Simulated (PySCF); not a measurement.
1,2-difluoroethane, `FCCF`. The geometry is computed with GFN2-xTB (gas phase).

```
atom  x, y, z in Å
F1     1.1751    1.1860    0.5632
C2     0.7555    0.0620   -0.0986
C3    -0.7351   -0.1655    0.1081
F4    -1.4673    0.5334   -0.8155
H5     1.3318   -0.7751    0.3063
H6     0.9805    0.2089   -1.1593
H7    -1.0473    0.1818    1.0977
H8    -0.9841   -1.2222   -0.0266
```

Q: Where is the centre of mass (commonest isotopes), and what is the radius of gyration?

A: Mass 66.028 u; centre at (-0.076, 0.451, -0.068) Å; Rg = √(Σ m r²/M) = 1.389 Å. As Ia + Ib + Ic = 2 Σ m r², the three principal moments sum to 254.9 u·Å².

Q: Which two atoms are farthest apart?

A: F1···H8 and F4···H5, 3.288 Å down to 3.287 Å.

Q: Work out the bond lengths F1–C2, C2–C3, C2–H5, C2–H6, C3–H8 in Å.

A: For F1–C2 the difference vector is (-0.4196, -1.1240, -0.6618) Å, of length 1.3702 Å. F1–C2 1.370; C2–C3 1.522; C2–H5 1.094; C2–H6 1.094; C3–H8 1.094 Å.

Q: How far apart are these pairs, which share no bond: C3···H5, H5···H6, H6···H8, H7···H8?

A: C3···H5 2.164 Å (2 bonds apart); H5···H6 1.800 Å (2 bonds apart); H6···H8 2.682 Å (3 bonds apart); H7···H8 1.800 Å (2 bonds apart).

Q: What is the repulsion energy of the bare nuclei, Σ ZA·ZB/RAB?

A: 127.41 Eh over 28 pairs, with full nuclear charges and distances in bohr; the largest single term is 20.86 Eh (F1 with C2, or a pair equal to it).

Q: What are the angles C3–C2–H5, C3–C2–H6, F1–C2–C3, C2–C3–H8, H7–C3–H8, F4–C3–H8?

A: From the scalar product of the two bond vectors; for C3–C2–H5 it is -0.5849 Å² over 1.5220 × 1.0940 Å², cos θ = -0.3513. C3–C2–H5 110.6°; C3–C2–H6 110.7°; F1–C2–C3 110.9°; C2–C3–H8 110.5°; H7–C3–H8 110.7°; F4–C3–H8 106.7°.

Q: Give the dihedral angles F1–C2–C3–H7, H6–C2–C3–H8, F1–C2–C3–F4, H6–C2–C3–H7.

A: F1–C2–C3–H7 -33° (synclinal); H6–C2–C3–H8 86° (synclinal); F1–C2–C3–F4 86° (synclinal); H6–C2–C3–H7 -151° (antiperiplanar). Dihedral signs follow IUPAC: positive where, seen along the central bond, the front bond turns clockwise onto the rear one.

Q: How far are the heavy atoms from their best plane (unweighted least squares)?

A: 0.284 Å rms; F1 0.16, C2 0.37, C3 0.37, F4 0.16 Å (magnitudes).

Q: Write the matrix of distances between heavy atoms (Å, lower triangle).

A: 
```
F1    0.000
C2    1.370  0.000
C3    2.384  1.522  0.000
F4    3.051  2.383  1.370  0.000
```

The point group is C2 within 0.08 Å; differences among equivalent distances and angles are scatter left by the optimiser. Not checked by GFN2-xTB frequencies. The numbers are those of one conformer.
